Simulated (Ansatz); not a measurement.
A made-up structure of CH5AlB, doublet:

C1  (-0.534, 1.112, -0.297)
B2  (0.039, 0.048, -0.050)
Al3  (0.727, -1.396, 0.338)
H4  (-0.820, 1.121, -1.396)
H5  (0.120, 1.967, 0.064)
H6  (-1.497, 1.023, 0.373)
H7  (2.121, -1.622, -0.451)
H8  (-0.155, -2.252, 1.420)
(Å)

It is relaxed with PBE-D4/def2-SVP and then PBE0-D4/def2-TZVP (Ansatz 0.2.0). Atoms count as bonded within 1.22 times the sum of their covalent radii (H–H: 0.88 Å). The end point is not checked to be a true minimum.

Q: Does its bonding change? (A judgement: the text doesn't fix the answer.)

A: By the calculation: No: no bond forms or breaks.

Where it ends: The first stage lowers the energy by 4.11 eV in 6 steps. It ends as CH₅AlB ([CH3][B][AlH2]):
```xyz
8
angstrom
C -0.6683 1.3695 -0.3600
B 0.0307 0.0530 -0.0502
Al 0.8940 -1.7247 0.4197
H -0.9885 1.4777 -1.4012
H -0.1124 2.2611 -0.0529
H -1.5863 1.3449 0.2503
H 2.2763 -2.1076 -0.2632
H 0.1544 -2.6740 1.4574
```

Labels in which every atom is bracketed show which atoms are joined, not bond orders.

For scale, one of the runs: PBE0-D4/def2-TZVP relaxation, 129 basis functions, launched by `ansatz run in.yaml --threads 2 --pin off --events-out ev --progress --plain --max-ram 4352MiB`. The run took about 19 s on 2 CPU threads of an Intel Xeon Platinum 8259CL (shared host).
